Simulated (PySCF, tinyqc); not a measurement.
Worked calculation: LCCD on RHF in the sto-3g basis, frozen core, for LiH, spin multiplicity 1. The lowest restricted solution is unstable here: a spin-polarised one lies 0.0172 hartree lower (PySCF). Computed by tinyqc, a small Python program that keeps every step (integrals from PySCF). Settings: charge = 0, multiplicity = 1, basis = sto-3g, method = RHF, frozen orbitals = 1, energy threshold = 1e-10, iteration cap = 50, orthogonalisation = canonical, start = core, DIIS depth = 6, amplitude equations = LCCD, DIIS depth for amplitudes = 6, cap on updates = 51. Command: `OMP_NUM_THREADS=1 python tinyqc.py 23437 23438 out.jsonl` (the two numbers bound the seeds that draw the settings). One thread of a shared host (Intel(R) Xeon(R) Processor @ 2.60GHz), about 0.08 s of CPU time with the checks. The early iterations of the SCF are left out here.

## One-electron integrals

Geometry (angstrom):
```
atom        x        y        z
Li    0.00000  0.00000  0.00000
H     0.00000  0.00000  2.37800
```

Basis sto-3g: exponents (1/bohr^2) and contraction coefficients of normalised primitives:
```
element  l (shell)  exponent  coefficient
Li           s (1)  16.11958      0.15433
Li           s (1)   2.93620      0.53533
Li           s (1)   0.79465      0.44463
Li           s (2)   0.63629     -0.09997
Li           s (2)   0.14786      0.39951
Li           s (2)   0.04809      0.70012
Li           p (3)   0.63629      0.15592
Li           p (3)   0.14786      0.60768
Li           p (3)   0.04809      0.39196
H            s (1)   3.42525      0.15433
H            s (1)   0.62391      0.53533
H            s (1)   0.16886      0.44463
```

Overlap, kinetic and nuclear-attraction integrals over the contracted functions; the nuclear repulsion is the sum of Za Zb / Rab.

nuclear repulsion = 0.6675911 hartree

overlap S, order 1Li 1s, 1Li 2s, 1Li 2px, 1Li 2py, 1Li 2pz, 2H 1s:
$$\begin{pmatrix}
1.00000 & 0.24114 & 0.00000 & 0.00000 & 0.00000 & 0.01119 \\
0.24114 & 1.00000 & 0.00000 & 0.00000 & 0.00000 & 0.21967 \\
0.00000 & 0.00000 & 1.00000 & 0.00000 & 0.00000 & 0.00000 \\
0.00000 & 0.00000 & 0.00000 & 1.00000 & 0.00000 & 0.00000 \\
0.00000 & 0.00000 & 0.00000 & 0.00000 & 1.00000 & 0.32578 \\
0.01119 & 0.21967 & 0.00000 & 0.00000 & 0.32578 & 1.00000
\end{pmatrix}$$

kinetic energy T (hartree), order 1Li 1s, 1Li 2s, 1Li 2px, 1Li 2py, 1Li 2pz, 2H 1s:
$$\begin{pmatrix}
3.57679 & -0.02024 & 0.00000 & 0.00000 & 0.00000 & -0.00545 \\
-0.02024 & 0.10216 & 0.00000 & 0.00000 & 0.00000 & 0.00662 \\
0.00000 & 0.00000 & 0.31968 & 0.00000 & 0.00000 & 0.00000 \\
0.00000 & 0.00000 & 0.00000 & 0.31968 & 0.00000 & 0.00000 \\
0.00000 & 0.00000 & 0.00000 & 0.00000 & 0.31968 & 0.03503 \\
-0.00545 & 0.00662 & 0.00000 & 0.00000 & 0.03503 & 0.76003
\end{pmatrix}$$

nuclear attraction V (hartree), order 1Li 1s, 1Li 2s, 1Li 2px, 1Li 2py, 1Li 2pz, 2H 1s:
$$\begin{pmatrix}
-8.20541 & -1.01800 & 0.00000 & 0.00000 & -0.00729 & -0.04417 \\
-1.01800 & -1.42363 & 0.00000 & 0.00000 & -0.07877 & -0.32806 \\
0.00000 & 0.00000 & -1.39473 & 0.00000 & 0.00000 & 0.00000 \\
0.00000 & 0.00000 & 0.00000 & -1.39473 & 0.00000 & 0.00000 \\
-0.00729 & -0.07877 & 0.00000 & 0.00000 & -1.45229 & -0.49129 \\
-0.04417 & -0.32806 & 0.00000 & 0.00000 & -0.49129 & -1.89418
\end{pmatrix}$$

core Hamiltonian H = T + V (hartree), order 1Li 1s, 1Li 2s, 1Li 2px, 1Li 2py, 1Li 2pz, 2H 1s:
$$\begin{pmatrix}
-4.62863 & -1.03824 & 0.00000 & 0.00000 & -0.00729 & -0.04961 \\
-1.03824 & -1.32147 & 0.00000 & 0.00000 & -0.07877 & -0.32144 \\
0.00000 & 0.00000 & -1.07505 & 0.00000 & 0.00000 & 0.00000 \\
0.00000 & 0.00000 & 0.00000 & -1.07505 & 0.00000 & 0.00000 \\
-0.00729 & -0.07877 & 0.00000 & 0.00000 & -1.13261 & -0.45625 \\
-0.04961 & -0.32144 & 0.00000 & 0.00000 & -0.45625 & -1.13414
\end{pmatrix}$$

## Two-electron integrals

Functions are numbered as in S; the eight-fold symmetry (ij|kl) = (ji|kl) = (kl|ij) leaves the list below.

Two-electron integrals (ij|kl) in chemists' order, unique and non-zero (hartree):
```
(11|11) 1.68040   (21|11) 0.26542   (21|21) 0.04994   (22|11) 0.39773
(22|21) 0.09286   (22|22) 0.29056   (31|31) 0.00898   (32|31) 0.01379
(32|32) 0.06418   (33|11) 0.39664   (33|21) 0.09288   (33|22) 0.29050
(33|33) 0.31295   (41|41) 0.00898   (42|41) 0.01379   (42|42) 0.06418
(43|43) 0.01687   (44|11) 0.39664   (44|21) 0.09288   (44|22) 0.29050
(44|33) 0.27921   (44|44) 0.31295   (51|51) 0.00898   (52|51) 0.01379
(52|52) 0.06418   (53|53) 0.01687   (54|54) 0.01687   (55|11) 0.39664
(55|21) 0.09288   (55|22) 0.29050   (55|33) 0.27921   (55|44) 0.27921
(55|55) 0.31295   (61|11) 0.01149   (61|21) 0.00220   (61|22) 0.00426
(61|33) 0.00420   (61|44) 0.00420   (61|51) 0.00031   (61|52) 0.00061
(61|55) 0.00438   (61|61) 0.00011   (62|11) 0.06158   (62|21) 0.01472
(62|22) 0.05370   (62|33) 0.05049   (62|44) 0.05049   (62|51) 0.00219
(62|52) 0.01707   (62|55) 0.06006   (62|61) 0.00081   (62|62) 0.02161
(63|31) 0.00074   (63|32) 0.00436   (63|53) 0.00213   (63|63) 0.00099
(64|41) 0.00074   (64|42) 0.00436   (64|54) 0.00213   (64|64) 0.00099
(65|11) 0.08743   (65|21) 0.02099   (65|22) 0.07818   (65|33) 0.07287
(65|44) 0.07287   (65|51) 0.00337   (65|52) 0.02647   (65|55) 0.08874
(65|61) 0.00117   (65|62) 0.03338   (65|65) 0.05178   (66|11) 0.22251
(66|21) 0.05364   (66|22) 0.21424   (66|33) 0.19725   (66|44) 0.19725
(66|51) 0.00727   (66|52) 0.07463   (66|55) 0.24803   (66|61) 0.00293
(66|62) 0.11597   (66|65) 0.18297   (66|66) 0.77461
```

## Orthogonalisation

S = U s U^T; canonical form X = U s^(-1/2), so that X^T S X = 1. Each column of U has its largest component positive (the first on a tie).

eigenvalues of S: [0.58234, 0.80957, 1.00000, 1.00000, 1.18216, 1.42594]

X, order 1Li 1s, 1Li 2s, 1Li 2px, 1Li 2py, 1Li 2pz, 2H 1s:
$$\begin{pmatrix}
0.35372 & 0.72969 & 0.00000 & 0.00000 & 0.58548 & 0.25243 \\
-0.65218 & -0.56168 & 0.00000 & 0.00000 & 0.45461 & 0.42088 \\
0.00000 & 0.00000 & -0.03690 & 0.99932 & 0.00000 & 0.00000 \\
0.00000 & 0.00000 & 0.99932 & 0.03690 & 0.00000 & 0.00000 \\
-0.66434 & 0.53727 & 0.00000 & 0.00000 & -0.47523 & 0.41223 \\
0.85172 & -0.31406 & 0.00000 & 0.00000 & -0.26572 & 0.53898
\end{pmatrix}$$

Within a degenerate level the vectors are fixed only up to a rotation; this is one choice.

## Starting guess

The start is the orbitals of the core Hamiltonian; D = 2 C_occ C_occ^T.

D at the start, order 1Li 1s, 1Li 2s, 1Li 2px, 1Li 2py, 1Li 2pz, 2H 1s:
$$\begin{pmatrix}
2.05886 & -0.20946 & 0.00000 & 0.00000 & -0.14140 & -0.09737 \\
-0.20946 & 0.70537 & 0.00000 & 0.00000 & 0.62550 & 0.46601 \\
0.00000 & 0.00000 & 0.00000 & 0.00000 & 0.00000 & 0.00000 \\
0.00000 & 0.00000 & 0.00000 & 0.00000 & 0.00000 & 0.00000 \\
-0.14140 & 0.62550 & 0.00000 & 0.00000 & 0.55567 & 0.41416 \\
-0.09737 & 0.46601 & 0.00000 & 0.00000 & 0.41416 & 0.30872
\end{pmatrix}$$

## Iteration 9 (converged): orbitals

converged F (hartree), order 1Li 1s, 1Li 2s, 1Li 2px, 1Li 2py, 1Li 2pz, 2H 1s:
$$\begin{pmatrix}
-2.37071 & -0.64392 & 0.00000 & 0.00000 & 0.01341 & -0.03092 \\
-0.64392 & -0.20546 & 0.00000 & 0.00000 & -0.05090 & -0.17539 \\
0.00000 & 0.00000 & 0.15792 & 0.00000 & 0.00000 & 0.00000 \\
0.00000 & 0.00000 & 0.00000 & 0.15792 & 0.00000 & 0.00000 \\
0.01341 & -0.05090 & 0.00000 & 0.00000 & 0.07408 & -0.17490 \\
-0.03092 & -0.17539 & 0.00000 & 0.00000 & -0.17490 & -0.06552
\end{pmatrix}$$

Diagonalise F' = X^T F X, C = X C', fill 2 alpha and 2 beta electrons from the bottom; D = 2 C_occ C_occ^T. Each column has its largest component positive (the first on a tie).

F' = X^T F X (hartree):
$$\begin{pmatrix}
0.22198 & -0.35113 & 0.00000 & 0.00000 & -0.32828 & -0.18042 \\
-0.35113 & -0.73179 & 0.00000 & 0.00000 & -1.00362 & -0.42236 \\
0.00000 & 0.00000 & 0.15792 & 0.00000 & 0.00000 & 0.00000 \\
0.00000 & 0.00000 & 0.00000 & 0.15792 & 0.00000 & 0.00000 \\
-0.32828 & -1.00362 & 0.00000 & 0.00000 & -1.16344 & -0.59220 \\
-0.18042 & -0.42236 & 0.00000 & 0.00000 & -0.59220 & -0.51130
\end{pmatrix}$$

orbital energies (hartree): MO1 -2.37315, MO2 -0.21862, MO3 0.06731, MO4 0.15792, MO5 0.15792, MO6 0.33992

coefficients C, order 1Li 1s, 1Li 2s, 1Li 2px, 1Li 2py, 1Li 2pz, 2H 1s:
$$\begin{pmatrix}
0.99155 & -0.14863 & -0.21673 & 0.00000 & 0.00000 & 0.10878 \\
0.03300 & 0.51845 & 0.80030 & 0.00000 & 0.00000 & -0.46290 \\
0.00000 & 0.00000 & 0.00000 & -0.16725 & 0.98591 & 0.00000 \\
0.00000 & 0.00000 & 0.00000 & 0.98591 & 0.16725 & 0.00000 \\
-0.00427 & 0.31563 & -0.57538 & 0.00000 & 0.00000 & -0.83371 \\
-0.00196 & 0.61736 & -0.24153 & 0.00000 & 0.00000 & 0.86354
\end{pmatrix}$$

D after iteration 9, order 1Li 1s, 1Li 2s, 1Li 2px, 1Li 2py, 1Li 2pz, 2H 1s:
$$\begin{pmatrix}
2.01053 & -0.08867 & 0.00000 & 0.00000 & -0.10228 & -0.18740 \\
-0.08867 & 0.53975 & 0.00000 & 0.00000 & 0.32700 & 0.64001 \\
0.00000 & 0.00000 & 0.00000 & 0.00000 & 0.00000 & 0.00000 \\
0.00000 & 0.00000 & 0.00000 & 0.00000 & 0.00000 & 0.00000 \\
-0.10228 & 0.32700 & 0.00000 & 0.00000 & 0.19928 & 0.38973 \\
-0.18740 & 0.64001 & 0.00000 & 0.00000 & 0.38973 & 0.76227
\end{pmatrix}$$

Within a degenerate level the vectors are fixed only up to a rotation; this is one choice.

## Convergence

Stop when the energy changes by less than 1e-10 hartree and every element of the error matrix X^T (F D S - S D F) X is below 3e-06.

Course of the cycle:
```
iteration  E (hartree)     change  largest element of the error matrix
1           -7.7119856          -                             2.01e-01
2           -7.7844945  -7.25e-02                             1.74e-02
3           -7.7857272  -1.23e-03                             8.21e-03
4           -7.7860329  -3.06e-04                             3.64e-03
5           -7.7861266  -9.37e-05                             1.28e-04
6           -7.7861267  -4.34e-08                             2.83e-05
7           -7.7861267  -4.44e-09                             1.09e-05
8           -7.7861267  -7.40e-10                             9.36e-09
9           -7.7861267  -5.33e-15                             4.02e-11
```

PySCF RHF in the same basis = -7.7861267 hartree

Converged in 9 iterations.

## Populations, bond orders and dipole

Mulliken: Z minus the diagonal of D S on the atom; Loewdin: the same with S^(1/2) D S^(1/2); Mayer order: 2 sum_s sum (D(s) S)_ij (D(s) S)_ji over the two atoms.

Charges (e):
```
atom  Mulliken   Loewdin
1Li    0.02773   0.02492
2H    -0.02773  -0.02492
```

Mayer bond orders:
```
pair    order
2-1   0.99923
```

dipole moment about the origin, x y z (debye): [0.00000, 0.00000, -5.15645]

## Integrals over molecular orbitals

(pq|rs) = sum C_ip C_jq C_kr C_ls (ij|kl), one index at a time.

one-electron integrals over orbitals h = C^T H C (hartree):
$$\begin{pmatrix}
-4.61985 & 0.09572 & 0.15986 & 0.00000 & 0.00000 & -0.05128 \\
0.09572 & -1.24210 & 0.00419 & 0.00000 & 0.00000 & 0.06127 \\
0.15986 & 0.00419 & -1.08177 & 0.00000 & 0.00000 & 0.01541 \\
0.00000 & 0.00000 & 0.00000 & -1.07505 & 0.00000 & 0.00000 \\
0.00000 & 0.00000 & 0.00000 & 0.00000 & -1.07505 & 0.00000 \\
-0.05128 & 0.06127 & 0.01541 & 0.00000 & 0.00000 & -1.02121
\end{pmatrix}$$

Two-electron integrals over orbitals (pq|rs), unique and non-zero (hartree); the lowest 1 orbital is frozen and left out:
```
(22|22) 0.43625    (32|22) -0.06595   (32|32) 0.02797    (33|22) 0.21225
(33|32) 0.01710    (33|33) 0.32188    (42|42) 0.02086    (43|42) 0.02114
(43|43) 0.04138    (44|22) 0.23547    (44|32) 0.01848    (44|33) 0.27758
(44|44) 0.31295    (52|52) 0.02086    (53|52) 0.02114    (53|53) 0.04138
(54|54) 0.01687    (55|22) 0.23547    (55|32) 0.01848    (55|33) 0.27758
(55|44) 0.27921    (55|55) 0.31295    (62|22) 0.10368    (62|32) -0.05123
(62|33) -0.01666   (62|44) -0.04254   (62|55) -0.04254   (62|62) 0.13219
(63|22) -0.06332   (63|32) 0.02346    (63|33) 0.03719    (63|44) 0.01134
(63|55) 0.01134    (63|62) -0.04377   (63|63) 0.03619    (64|42) -0.01759
(64|43) -0.01081   (64|64) 0.01853    (65|52) -0.01759   (65|53) -0.01081
(65|65) 0.01853    (66|22) 0.40521    (66|32) -0.05107   (66|33) 0.23964
(66|44) 0.25424    (66|55) 0.25424    (66|62) 0.08266    (66|63) -0.04735
(66|66) 0.39766
```

## LCCD: starting amplitudes

t_ij^ab = <ij||ab> / (e_i + e_j - e_a - e_b), whose energy is MP2.

Starting amplitudes (spin orbitals 1a, 1b, ...; amplitudes related by a flip of all spins are not repeated):
```
from      to         t
2a 2b  6a 6b  -0.11834
2a 2b  3a 6b   0.06066
2a 2b  3a 3b  -0.04891
2a 2b  5a 5b  -0.02770
2a 2b  4a 4b  -0.02770
```

correlation energy = -0.0243828 hartree

## LCCD: amplitude update 1

t_ij^ab D_ij^ab are set to the remaining terms of the spin-orbital equations, evaluated with the old amplitudes; for the doubles these are <ij||ab> + 1/2 <ab||ef> t_ij^ef + 1/2 <mn||ij> t_mn^ab + P(ij)P(ab) <mb||ej> t_im^ae, D the orbital-energy denominators (linear CCD).

Amplitudes after update 1 (spin orbitals 1a, 1b, ...; amplitudes related by a flip of all spins are not repeated):
```
from      to         t
2a 2b  6a 6b  -0.17424
2a 2b  3a 6b   0.09647
2a 2b  3a 3b  -0.06429
2a 2b  5a 5b  -0.02530
2a 2b  4a 4b  -0.02530
```

correlation energy = -0.0357703 hartree

## LCCD: convergence

E_corr = 1/4 sum <ij||ab> t_ij^ab; stop when the norm of the change is below 1e-8.

Course of the amplitude iterations:
```
update  correlation energy (hartree)  norm of the change
0                         -0.0243828                   -
1                         -0.0357703            1.54e-01
2                         -0.0415698            8.18e-02
3                         -0.0480070            4.41e-02
4                         -0.0479638            3.57e-03
5                         -0.0479568            4.64e-04
6                         -0.0479574            2.77e-05
7                         -0.0479574            9.02e-17
```

Converged amplitudes (spin orbitals 1a, 1b, ...; amplitudes related by a flip of all spins are not repeated):
```
from      to         t
2a 2b  6a 6b  -0.22898
2a 2b  3a 6b   0.14077
2a 2b  3a 3b  -0.09329
2a 2b  5a 5b  -0.01570
2a 2b  4a 4b  -0.01570
```

LCCD total energy = -7.8340841 hartree

Converged in 7 updates, with DIIS from the third.
